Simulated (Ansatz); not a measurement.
A made-up structure of CH₅BN, doublet:

```xyz
8
angstrom
B -0.0079 0.2925 0.0934
C -1.3090 0.0511 -0.6733
N 0.6998 -0.8428 0.6461
H -1.9927 0.7817 -1.0232
H 0.5593 0.8601 -0.7304
H -0.1762 1.0910 0.9037
H 1.6750 -0.6356 0.8139
H 0.6456 -1.6407 0.0275
```

It is relaxed with PBE-D4/def2-SVP and then PBE0-D4/def2-TZVP (Ansatz 0.2.0). Atoms count as bonded within 1.22 times the sum of their covalent radii (H–H: 0.88 Å). The end point is not checked to be a true minimum.

Problem. Does its bonding change? (Judge from chemistry; the calculation decides.)

Solution. Computed: Yes. Formed: C2–H5; broken: B1–H5.

Where it ends: The first stage lowers the energy by 4.11 eV in 15 steps. It ends as CH₅BN ([CH2][BH][NH2]):
B1  (-0.057, 0.269, 0.464)
C2  (-0.843, 0.517, -0.825)
N3  (0.923, -0.728, 0.521)
H4  (-1.610, 1.280, -0.909)
H5  (-0.685, -0.054, -1.738)
H6  (-0.251, 0.913, 1.458)
H7  (1.461, -0.922, 1.347)
H8  (1.156, -1.318, -0.261)
(Å)

Labels in which every atom is bracketed show which atoms are joined, not bond orders.

For scale, one of the runs: PBE0-D4/def2-TZVP relaxation, 123 basis functions, launched by `ansatz run in.yaml --threads 2 --pin off --events-out ev --progress --plain --max-ram 4352MiB`. The run took about 23 s on 2 CPU threads of an Arm Neoverse N1 (shared host).
